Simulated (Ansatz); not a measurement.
A run of Ansatz (development build ahead of 0.2.0) on singlet C₄H₁₀ at this shape:

| atom | x (Å) | y (Å) | z (Å) |
| --- | --- | --- | --- |
| C | -0.0185 | -0.4083 | -1.8644 |
| C | -0.0348 | 0.4160 | -0.6750 |
| C | -0.0013 | -0.3650 | 0.6365 |
| C | 0.0191 | 0.4657 | 1.8935 |
| H | 0.0418 | 0.1829 | -2.7995 |
| H | 0.8376 | -1.0698 | -1.9585 |
| H | -0.8622 | -1.0331 | -1.9443 |
| H | -0.8496 | 1.0495 | -0.6146 |
| H | 0.9146 | 1.0604 | -0.6629 |
| H | 0.8638 | -1.0787 | 0.6825 |
| H | -0.8513 | -1.0443 | 0.6231 |
| H | 0.0258 | -0.1749 | 2.8399 |
| H | 0.8422 | 1.0830 | 1.9778 |
| H | -0.8748 | 1.1164 | 1.9816 |

Its results:

```json
{
 "Converged": "yes",
 "Reference energy": "-157.33934 hartree",
 "Correlation energy": "-0.68978 hartree",
 "Total energy": "-158.02912 hartree",
 "Spin squared of the determinant": "0.000",
 "Stability test": "minimum among restricted orbitals"
}
```

Forces (eV/Å):
```tsv
atom	Fx	Fy	Fz
C1	0.923	-0.289	-2.608
C2	3.806	0.670	2.306
C3	0.692	-1.371	-0.143
C4	-2.464	-1.388	1.561
H5	-0.283	-0.065	0.440
H6	0.327	-0.121	0.439
H7	-1.323	-0.814	-0.105
H8	-1.806	1.525	-0.172
H9	-1.318	-0.502	-0.096
H10	-0.393	0.692	-0.335
H11	-0.408	-0.033	0.233
H12	-0.082	0.651	-1.303
H13	1.985	1.370	-0.090
H14	0.343	-0.324	-0.127
```

**Question.** Which input gives this output? Name the method, the orbitals and the basis set, and write the input.

**Answer.** RHF-MP2 in def2-TZVP. An unrestricted run that stays on the closed shell gives the same numbers.

```yaml
crystal:
  periodic: [false, false, false]
  atoms:
    - { symbol: C, position_ang: [-0.01851, -0.40835, -1.86445] }
    - { symbol: C, position_ang: [-0.03482, 0.41604, -0.67501] }
    - { symbol: C, position_ang: [-0.00134, -0.36505, 0.6365] }
    - { symbol: C, position_ang: [0.01914, 0.46566, 1.89346] }
    - { symbol: H, position_ang: [0.04182, 0.18289, -2.79953] }
    - { symbol: H, position_ang: [0.83764, -1.06977, -1.95852] }
    - { symbol: H, position_ang: [-0.86221, -1.03313, -1.9443] }
    - { symbol: H, position_ang: [-0.84957, 1.04947, -0.61464] }
    - { symbol: H, position_ang: [0.91463, 1.06041, -0.66285] }
    - { symbol: H, position_ang: [0.86377, -1.07866, 0.68254] }
    - { symbol: H, position_ang: [-0.85127, -1.04427, 0.62313] }
    - { symbol: H, position_ang: [0.0258, -0.17492, 2.8399] }
    - { symbol: H, position_ang: [0.84221, 1.08303, 1.97784] }
    - { symbol: H, position_ang: [-0.8748, 1.11641, 1.98159] }
basis:
  gaussian: { orbitals: def2-TZVP }
hamiltonian:
  xc: hf
correlation:
  method: mp2
  frozen_orbitals: { C: 1, H: 0 }
output:
  forces: true
```
